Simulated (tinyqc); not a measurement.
MP2 on RHF in the sto-3g basis, frozen core, for LiH, spin multiplicity 1, step by step. Computed by tinyqc, a small Python program that keeps every step (integrals from PySCF). Settings: charge = 0, multiplicity = 1, basis = sto-3g, method = RHF, frozen orbitals = 1, energy threshold = 1e-10, iteration cap = 87, orthogonalisation = canonical, start = core, DIIS depth = 6. Command: `OMP_NUM_THREADS=1 python tinyqc.py 24537 24538 out.jsonl` (the two numbers bound the seeds that draw the settings). One thread of a shared host (Intel(R) Xeon(R) Processor @ 2.60GHz), about 0.1 s of CPU time with the checks. The early iterations of the SCF are left out here.

## One-electron integrals

Geometry (angstrom):
```
atom         x         y         z
Li    0.000000  0.000000  0.000000
H     0.000000  0.000000  1.416000
```

Basis sto-3g: exponents (1/bohr^2) and contraction coefficients of normalised primitives:
```
element  l (shell)   exponent  coefficient
Li           s (1)  16.119575     0.154329
Li           s (1)   2.936201     0.535328
Li           s (1)   0.794651     0.444635
Li           s (2)   0.636290    -0.099967
Li           s (2)   0.147860     0.399513
Li           s (2)   0.048089     0.700115
Li           p (3)   0.636290     0.155916
Li           p (3)   0.147860     0.607684
Li           p (3)   0.048089     0.391957
H            s (1)   3.425251     0.154329
H            s (1)   0.623914     0.535328
H            s (1)   0.168855     0.444635
```

Overlap, kinetic and nuclear-attraction integrals over the contracted functions; the nuclear repulsion is the sum of Za Zb / Rab.

nuclear repulsion = 1.12113816 hartree

overlap S, lower triangle:
```
           1Li 1s    1Li 2s   1Li 2px   1Li 2py   1Li 2pz     2H 1s
1Li 1s   1.000000
1Li 2s   0.241137  1.000000
1Li 2px  0.000000  0.000000  1.000000
1Li 2py  0.000000  0.000000  0.000000  1.000000
1Li 2pz  0.000000  0.000000  0.000000  0.000000  1.000000
2H 1s    0.098204  0.441137  0.000000  0.000000  0.541940  1.000000
```

kinetic energy T (hartree), lower triangle:
```
            1Li 1s    1Li 2s   1Li 2px   1Li 2py   1Li 2pz     2H 1s
1Li 1s    3.576786
1Li 2s   -0.020237  0.102163
1Li 2px   0.000000  0.000000  0.319682
1Li 2py   0.000000  0.000000  0.000000  0.319682
1Li 2pz   0.000000  0.000000  0.000000  0.000000  0.319682
2H 1s    -0.017424  0.054960  0.000000  0.000000  0.158433  0.760032
```

nuclear attraction V (hartree), lower triangle:
```
            1Li 1s     1Li 2s    1Li 2px    1Li 2py    1Li 2pz      2H 1s
1Li 1s   -8.356594
1Li 2s   -1.054430  -1.518581
1Li 2px   0.000000   0.000000  -1.473344
1Li 2py   0.000000   0.000000   0.000000  -1.473344
1Li 2pz  -0.020514  -0.131529   0.000000   0.000000  -1.578791
2H 1s    -0.433502  -0.868661   0.000000   0.000000  -1.085010  -2.341269
```

core Hamiltonian H = T + V (hartree), lower triangle:
```
            1Li 1s     1Li 2s    1Li 2px    1Li 2py    1Li 2pz      2H 1s
1Li 1s   -4.779808
1Li 2s   -1.074668  -1.416418
1Li 2px   0.000000   0.000000  -1.153662
1Li 2py   0.000000   0.000000   0.000000  -1.153662
1Li 2pz  -0.020514  -0.131529   0.000000   0.000000  -1.259110
2H 1s    -0.450925  -0.813701   0.000000   0.000000  -0.926578  -1.581237
```

## Two-electron integrals

Functions are numbered as in S; the eight-fold symmetry (ij|kl) = (ji|kl) = (kl|ij) leaves the list below.

Two-electron integrals (ij|kl) in chemists' order, unique and non-zero (hartree):
```
(11|11) 1.680395   (21|11) 0.265420   (21|21) 0.049941   (22|11) 0.397727
(22|21) 0.092860   (22|22) 0.290562   (31|31) 0.008981   (32|31) 0.013788
(32|32) 0.064184   (33|11) 0.396640   (33|21) 0.092880   (33|22) 0.290497
(33|33) 0.312946   (41|41) 0.008981   (42|41) 0.013788   (42|42) 0.064184
(43|43) 0.016869   (44|11) 0.396640   (44|21) 0.092880   (44|22) 0.290497
(44|33) 0.279207   (44|44) 0.312946   (51|51) 0.008981   (52|51) 0.013788
(52|52) 0.064184   (53|53) 0.016869   (54|54) 0.016869   (55|11) 0.396640
(55|21) 0.092880   (55|22) 0.290497   (55|33) 0.279207   (55|44) 0.279207
(55|55) 0.312946   (61|11) 0.106122   (61|21) 0.020028   (61|22) 0.037676
(61|33) 0.037232   (61|44) 0.037232   (61|51) 0.002370   (61|52) 0.004474
(61|55) 0.038582   (61|61) 0.008778   (62|11) 0.181627   (62|21) 0.042584
(62|22) 0.133643   (62|33) 0.127658   (62|44) 0.127658   (62|51) 0.006990
(62|52) 0.036965   (62|55) 0.145478   (62|61) 0.020134   (62|62) 0.092838
(63|31) 0.004041   (63|32) 0.017022   (63|53) 0.006208   (63|63) 0.008036
(64|41) 0.004041   (64|42) 0.017022   (64|54) 0.006208   (64|64) 0.008036
(65|11) 0.207022   (65|21) 0.049186   (65|22) 0.160700   (65|33) 0.150338
(65|44) 0.150338   (65|51) 0.010980   (65|52) 0.056531   (65|55) 0.181220
(65|61) 0.024551   (65|62) 0.123921   (65|65) 0.169295   (66|11) 0.370702
(66|21) 0.088591   (66|22) 0.298382   (66|33) 0.273607   (66|44) 0.273607
(66|51) 0.018561   (66|52) 0.110429   (66|55) 0.347355   (66|61) 0.044579
(66|62) 0.251062   (66|65) 0.350607   (66|66) 0.774606
```

## Orthogonalisation

S = U s U^T; canonical form X = U s^(-1/2), so that X^T S X = 1. Each column of U has its largest component positive (the first on a tie).

eigenvalues of S: 0.298894  0.796411  1.000000  1.000000  1.160844  1.743852

X:
```
                 1          2         3          4          5         6
1Li 1s    0.110895   0.815459  0.000000   0.000000   0.591496  0.186402
1Li 2s   -0.844070  -0.624286  0.000000   0.000000   0.458182  0.365505
1Li 2px   0.000000   0.000000  0.599345   0.800491   0.000000  0.000000
1Li 2py   0.000000   0.000000  0.800491  -0.599345   0.000000  0.000000
1Li 2pz  -0.990090   0.419617  0.000000   0.000000  -0.526521  0.374791
2H 1s     1.280875  -0.157636  0.000000   0.000000  -0.156268  0.514427
```

Within a degenerate level the vectors are fixed only up to a rotation; this is one choice.

## Iteration 7 (converged): orbitals

converged F (hartree), lower triangle:
```
            1Li 1s     1Li 2s   1Li 2px   1Li 2py    1Li 2pz      2H 1s
1Li 1s   -2.343213
1Li 2s   -0.640294  -0.234762
1Li 2px   0.000000   0.000000  0.163370
1Li 2py   0.000000   0.000000  0.000000  0.163370
1Li 2pz   0.012570  -0.118301  0.000000  0.000000  -0.018821
2H 1s    -0.266659  -0.299421  0.000000  0.000000  -0.245872  -0.190587
```

Diagonalise F' = X^T F X, C = X C', fill 2 alpha and 2 beta electrons from the bottom; D = 2 C_occ C_occ^T. Each column has its largest component positive (the first on a tie).

F' = X^T F X (hartree), lower triangle:
```
           1          2         3         4          5          6
1   0.587472
2  -0.089844  -0.893063
3   0.000000   0.000000  0.163370
4   0.000000   0.000000  0.000000  0.163370
5  -0.039282  -1.083341  0.000000  0.000000  -1.125063
6  -0.023229  -0.421249  0.000000  0.000000  -0.513589  -0.542309
```

orbital energies (hartree): MO1 -2.346021, MO2 -0.300034, MO3 0.079439, MO4 0.163370, MO5 0.163370, MO6 0.593652

coefficients C:
```
               MO1        MO2        MO3        MO4       MO5        MO6
1Li 1s    0.990905  -0.182333  -0.207281   0.000000  0.000000   0.061477
1Li 2s    0.031082   0.437713   0.803917   0.000000  0.000000  -0.779019
1Li 2px   0.000000   0.000000   0.000000   0.839883  0.542767   0.000000
1Li 2py   0.000000   0.000000   0.000000  -0.542767  0.839883   0.000000
1Li 2pz  -0.008157   0.352551  -0.612265   0.000000  0.000000  -1.036736
2H 1s     0.009949   0.541220  -0.129963   0.000000  0.000000   1.282434
```

D after iteration 7, lower triangle:
```
            1Li 1s    1Li 2s   1Li 2px   1Li 2py   1Li 2pz     2H 1s
1Li 1s    2.030278
1Li 2s   -0.098021  0.385117
1Li 2px   0.000000  0.000000  0.000000
1Li 2py   0.000000  0.000000  0.000000  0.000000
1Li 2pz  -0.144728  0.308125  0.000000  0.000000  0.248717
2H 1s    -0.177648  0.474416  0.000000  0.000000  0.381453  0.586037
```

Within a degenerate level the vectors are fixed only up to a rotation; this is one choice.

## Convergence

Stop when the energy changes by less than 1e-10 hartree and every element of the error matrix X^T (F D S - S D F) X is below 3e-06.

Course of the cycle:
```
iteration  E (hartree)     change  largest element of the error matrix
1          -7.79682637          -                             2.82e-01
2          -7.86032811  -6.35e-02                             2.53e-02
3          -7.86123956  -9.11e-04                             4.16e-03
4          -7.86132512  -8.56e-05                             1.18e-03
5          -7.86133404  -8.92e-06                             2.47e-05
6          -7.86133404  -2.03e-09                             1.48e-06
7          -7.86133404  -1.16e-12                             6.76e-08
```

PySCF RHF in the same basis = -7.86133404 hartree

Converged in 7 iterations.

## Integrals over molecular orbitals

(pq|rs) = sum C_ip C_jq C_kr C_ls (ij|kl), one index at a time.

one-electron integrals over orbitals h = C^T H C (hartree), lower triangle:
```
           1          2          3          4          5          6
1  -4.769914
2   0.113828  -1.566503
3   0.169171   0.037798  -1.138773
4   0.000000   0.000000   0.000000  -1.153662
5   0.000000   0.000000   0.000000   0.000000  -1.153662
6  -0.015872  -0.113090   0.033765   0.000000   0.000000  -0.919840
```

Two-electron integrals over orbitals (pq|rs), unique and non-zero (hartree); the lowest 1 orbital is frozen and left out:
```
(22|22) 0.500178    (32|22) -0.045620   (32|32) 0.011475    (33|22) 0.229409
(33|32) 0.005042    (33|33) 0.339396    (42|42) 0.024482    (43|42) 0.019185
(43|43) 0.041380    (44|22) 0.279373    (44|32) 0.003938    (44|33) 0.282374
(44|44) 0.312946    (52|52) 0.024482    (53|52) 0.019185    (53|53) 0.041380
(54|54) 0.016869    (55|22) 0.279373    (55|32) 0.003938    (55|33) 0.282374
(55|44) 0.279207    (55|55) 0.312946    (62|22) 0.137219    (62|32) -0.032682
(62|33) -0.006477   (62|44) -0.005970   (62|55) -0.005970   (62|62) 0.122346
(63|22) -0.050690   (63|32) 0.007721    (63|33) 0.036132    (63|44) 0.000786
(63|55) 0.000786    (63|62) -0.030488   (63|63) 0.026300    (64|42) -0.019354
(64|43) -0.013907   (64|64) 0.019131    (65|52) -0.019354   (65|53) -0.013907
(65|65) 0.019131    (66|22) 0.459538    (66|32) -0.041153   (66|33) 0.242398
(66|44) 0.270016    (66|55) 0.270016    (66|62) 0.145235    (66|63) -0.043067
(66|66) 0.456992
```

## Second-order Moller-Plesset energy

Hartree-Fock energy = -7.86133404 hartree

E2 = sum_ijab (ia|jb) [2 (ia|jb) - (ib|ja)] / (e_i + e_j - e_a - e_b) over occupied i, j and virtual a, b; the opposite-spin part is (ia|jb)^2 / denominator, the rest is same-spin, and SCS-MP2 scales them by 6/5 and 1/3.

Terms:
```
i  j  a  b    (ia|jb)    (ib|ja)  denominator       term
2  2  6  6   0.122346   0.122346    -1.787374  -0.008375
2  2  3  6  -0.032682  -0.032682    -1.273160  -0.000839
2  2  6  3  -0.032682  -0.032682    -1.273160  -0.000839
2  2  5  5   0.024482   0.024482    -0.926809  -0.000647
2  2  4  4   0.024482   0.024482    -0.926809  -0.000647
2  2  3  3   0.011475   0.011475    -0.758946  -0.000174
```

Pair energies (hartree; pair i-j sums ij and ji):
```
pair  opposite spin  same spin
2-2       -0.011519          0
```

MP2 correlation energy = -0.01151931 hartree

SCS-MP2 correlation energy = -0.01382317 hartree

MP2 total energy = -7.87285335 hartree
